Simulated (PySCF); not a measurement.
Compound: CClF3.
Z-matrix (Å and degrees, PBE0-D3(BJ)/def2-TZVP geometry), rows numbered from 1:
```
F 
C   1  1.3217
F   2  1.3218  1  108.69
F   2  1.3223  1  108.69  3   118.19
Cl  2  1.7554  1  110.23  3  -120.88
```

Level: wB97X-D/pcSseg-2 in PySCF, non-relativistic, on one gas-phase PBE0-D3(BJ)/def2-TZVP geometry that isn't relaxed in the solvent. The solvent is an IEF-PCM continuum (cavity from Bondi-type radii × 1.2). Specific hydrogen bonds and non-electrostatic terms are outside this model.

Gas phase at wB97X-D/pcSseg-2: HOMO -12.04 eV, LUMO 1.90 eV, dipole 0.33 D.

Task: What does the continuum do to the energy, the frontier levels and the dipole at wB97X-D/pcSseg-2 in chloroform?

Result: 
| solvent | ε | E(solvent) − E(gas) (kJ/mol) | polarisation term (kJ/mol) | distortion of the solute (kJ/mol) | HOMO (eV) | LUMO (eV) | dipole (D) |
| --- | --- | --- | --- | --- | --- | --- | --- |
| chloroform | 4.711 | -1.87 | -1.91 | 0.04 | -11.94 | 2.02 | 0.37 |

Polarisation term: ½ Σ q·V over the induced surface charges. Distortion: the rise of the solute's own energy as its density leaves the gas-phase optimum.

Time: 30 s wall, 55 s CPU; peak memory 1.1 GiB. Hardware: an Intel Xeon at 2.50 GHz with 2 threads, no GPU, on a shared host. This is the whole shielding run at wB97X-D/pcSseg-2 in chloroform, SCF included.

wB97X-D is run here without its empirical dispersion term; that term would change no orbital, density or response property at a fixed geometry.
